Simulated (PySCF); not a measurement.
Mayer bond orders and bond lengths

Species: CH8Si2.
Atom-mapped SMILES: `[SiH3:1][CH2:2][SiH3:3]` (hydrogens: H4, H5, H6 on Si1; H7, H8 on C2; H9, H10, H11 on Si3)

Geometry (PBE0-D3(BJ)/def2-SVP, Å), atoms numbered from 1 in this order:
```
atom  x, y, z in Å
Si1    1.4420    0.7135    0.0102
C2     0.2314   -0.7204   -0.1343
Si3   -1.5837   -0.2630    0.0623
H4     2.8500    0.2439   -0.1746
H5     1.1476    1.7479   -1.0291
H6     1.3291    1.3539    1.3568
H7     0.4896   -1.4780    0.6257
H8     0.3684   -1.1982   -1.1198
H9    -1.9861    0.7232   -0.9875
H10   -1.8220    0.3541    1.4035
H11   -2.4554   -1.4717   -0.0651
```

Bond orders from the PBE0/pcSseg-1 density (PySCF). Geometry: PBE0-D3(BJ)/def2-SVP; no solvent, vibrations or thermal averaging.

How far do the computed orders between heavy atoms stray from the drawn ones?

The largest departure is 0.078, at Si1–C2 (drawn single, 0.922) and C2–Si3 (drawn single, 0.922).

Set the Mayer orders of the bonds beside their lengths.

```json
{"bond": "Si1–C2", "drawn as": "single", "length (Å)": "1.882", "Mayer order": "0.922"}
{"bond": "C2–Si3", "drawn as": "single", "length (Å)": "1.882", "Mayer order": "0.922"}
{"bond": "Si1–H4", "drawn as": "single", "length (Å)": "1.496", "Mayer order": "0.945"}
{"bond": "Si1–H5", "drawn as": "single", "length (Å)": "1.496", "Mayer order": "0.945"}
{"bond": "Si1–H6", "drawn as": "single", "length (Å)": "1.495", "Mayer order": "0.946"}
{"bond": "C2–H7", "drawn as": "single", "length (Å)": "1.104", "Mayer order": "0.932"}
{"bond": "C2–H8", "drawn as": "single", "length (Å)": "1.104", "Mayer order": "0.932"}
{"bond": "Si3–H9", "drawn as": "single", "length (Å)": "1.495", "Mayer order": "0.946"}
{"bond": "Si3–H10", "drawn as": "single", "length (Å)": "1.496", "Mayer order": "0.945"}
{"bond": "Si3–H11", "drawn as": "single", "length (Å)": "1.496", "Mayer order": "0.945"}
```

Sum the orders of all bonds at each heavy atom with more than one neighbour and set the sums beside the valence in the SMILES.

Si1 3.758 (drawn 4), C2 3.708 (drawn 4), Si3 3.758 (drawn 4). Orders between atoms that aren't bonded are not in these sums.

For a closed shell the Mayer order of atoms A and B is Σ (PS)μν (PS)νμ over the basis functions μ on A and ν on B, with P the density and S the overlap matrix.
